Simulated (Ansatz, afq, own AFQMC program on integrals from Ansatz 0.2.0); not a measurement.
Integrals from Ansatz 0.2.0, then the random walk in our own AFQMC program (afq).

```yaml
crystal:
  periodic: [false, false, false]
  atoms:
    - {symbol: Hf, position_ang: [0.000000, 0.000000, 0.000000]}
    - {symbol: F, position_ang: [0.000000, 0.000000, 1.647000]}
basis:
  gaussian: {orbitals: def2-SVP}
magnetization: {spin_polarized: true, initial_magnetization: 1}
correlation: {method: ccsd_t, electrons: outside_noble_gas, hamiltonian_folder: ham}
```

```sh
$ ansatz run in.yaml --threads 1 --pin off --events-out ev --progress --plain --max-ram 1382MiB
```

Options of the walk:

```
--method phaseless --trial hf --walkers 120 --populations 1 --least-time 40 --time-step 0.005 --steps-per-block 20 --equilibration-blocks 160 --max-blocks 600 --target-error 0.0012000 --factor-cut 1e-05 --start spin_pure --seed 991 --taylor-order 6
```

Times are imaginary, in 1/Eh. The walk had a cap of 1706 s. Core potentials past Kr, no spin–orbit coupling.

Log:

```
orbitals 41  electrons 6 5  factors 336 of 450
reference energy -146.77137462 Eh
CCSD correlation -0.25414446 Eh in 16 cycles, weight of the determinant in the CISD state 0.8799
energy of the start -146.771996 Eh
 block  time / (1/Eh)  mean weight  energy / Eh
     1     0.100  1.0006  -146.851870
     2     0.200  1.0029  -146.934563
     3     0.300  1.0024  -146.954114
     4     0.400  1.0027  -146.968620
     5     0.500  1.0006  -146.958516
     9     0.900  1.0032  -146.988524
    58     5.800  0.9987  -147.047515
   134    13.400  1.0013  -147.017872
   210    21.000  0.9989  -146.989989
   248    24.800  0.9984  -147.085736
   286    28.600  1.0000  -147.017191
   362    36.200  1.0008  -147.001044
   438    43.800  1.0001  -147.009869
   514    51.400  0.9986  -147.004406
   590    59.000  0.9967  -147.044204
   666    66.600  1.0003  -147.037830
   742    74.200  0.9994  -147.040419
blocks merged  error / Eh  count
     1  0.001000  600
     2  0.001290  300
     4  0.001615  150
     8  0.001936  75
    16  0.002404  37
    32  0.002742  18
    64  0.003070  9
energy -147.032983 +/- 0.002742 Eh
(rows thinned)
```

The run passed its tests (sampling time, drift between the halves within three errors, error under three times the target), which doesn't prove that it has relaxed.

Against this walk (error 74.6 meV) on the same determinant: CCSD(T) 28.5 meV higher (within the noise), a separate phaseless walk with a CISD trial and standard settings 17.2 ± 75.8 meV higher (within the noise). The error is statistical and leaves out the bias of the constraint. None of these is a sure reference here.

Cautions: constraint bias not in the error; error above the target (74.6 against 32.7 meV); no spin-orbit coupling; outer-core shells of the metal frozen; higher spins were not checked; unrestricted determinant slightly spin contaminated (⟨S²⟩ 0.82 against 0.75).

The walk took 6 min on 1 thread of Arm Neoverse V1, on a shared host. The log's last line is the phaseless energy.

A walk keeps the symmetry of its determinant, which the program's search chose and which needn't be the lowest solution, so a lower state of the same spin and another symmetry isn't excluded.
